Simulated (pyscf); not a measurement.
A first-order saddle from PySCF, ωB97X-D3(BJ)/def2-SVP:

```xyz
9

O      0.0073    -1.8096    -0.9220
Ga    -1.3394    -0.7071     0.1105
H      0.6741    -2.3062    -0.4328
H     -2.7408    -0.8787    -0.5554
H     -0.9917    -0.7996     1.6370
N     -0.1590     0.5706    -0.8394
H      0.3002    -0.6882    -1.1067
H     -0.5362     1.1034    -1.6217
H      0.4315     1.1914    -0.2881
```

Surface: singlet, charge 0. Lowest wavenumbers (cm⁻¹): 1022i, 377, 397, 420, 456.

Q: Name the species on either side of this saddle.

A: HO–GaH₂ + NH₃ ⇌ H₂O + H₂N–GaH₂, a four-centre exchange read from left to right: Ga–O, H–N broken and H–O, Ga–N formed. At CCSD(T)/def2-TZVPP + ΔMP2(QZVPP) it lies -0.18 eV from the left side and -0.32 eV from the right (each side as separated species at their lowest minima found). On the reactant side the descent ends in an adduct with a Ga–N contact, 1.01 eV under the separated species and 0.77 eV under the saddle at ωB97X-D3(BJ)/def2-TZVP. On the product side the descent ends in an adduct with a Ga–O contact, 0.61 eV under the separated species and 0.17 eV under the saddle at ωB97X-D3(BJ)/def2-TZVP. At CCSD(T) the saddle lies under the separated reactants, which points to a path from their complex (located at ωB97X-D3(BJ) alone). At CCSD(T) the saddle lies under the separated products, which points to a path from their complex (located at ωB97X-D3(BJ) alone), and parting the products costs more than the saddle. What is counted as formed (Ga–N) is already present as a longer contact in the reactant adduct; forming that adduct is a step of its own. What is counted as broken (Ga–O) persists as a longer contact in the product adduct; parting that adduct is a step of its own. This is the saddle that the search found; another between the same sides may lie lower. The CCSD(T) − MP2 part came from Ansatz, without density fitting, on the same reference. The frozen core leaves the outer d or s,p core shells of the metals and heavy elements correlated in the MP2 and CC values, and def2-TZVPP describes them poorly, which can shift differences by a few kcal/mol. Elements up to Kr have no core potential and no relativistic terms here.
